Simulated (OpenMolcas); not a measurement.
## Predicting a hybrid from its neighbours: SiH4O2

SiH4O2 has 7 atoms, charge 0, and is taken as a singlet. SMILES: `O[SiH2]O`. The shape is that of a PBE0-D4/def2-TZVP optimisation. This is one conformer, not always the lowest.

The electronic atomisation energy y, in eV, basis def2-SVPD; a is the functional's share of exact exchange. Programs: OpenMolcas 26.06.

| functional | program | a | y (eV) |
| --- | --- | --- | --- |
| PBE | OpenMolcas | 0 | 25.89 |
| TPSS | OpenMolcas | 0 | 25.76 |
| B3LYP | OpenMolcas | 0.2 | ? |
| PBE0 | OpenMolcas | 0.25 | 25.38 |
| BHLYP | OpenMolcas | 0.5 | 24.85 |

Problem. Fit y = c + s·a to the known rows and predict B3LYP.

Solution. 
1. Means of the 4 rows: a = 0.1875, y = 25.470.
2. Σ(Δa)² = 0.17188, Σ(Δa·Δy) = -0.3325, so the slope is -0.3325/0.17188 = -1.9345.
3. Intercept: 25.470 − (-1.9345) × 0.1875 = 25.833. The largest residual of the fit is 0.073.
4. B3LYP: 25.833 + (-1.9345) × 0.2 = 25.45 eV.

The run gave 25.62 eV, so the prediction is off by -0.17 eV, more than the largest residual. The rows mix families of semi-local functionals, which the line can't see.
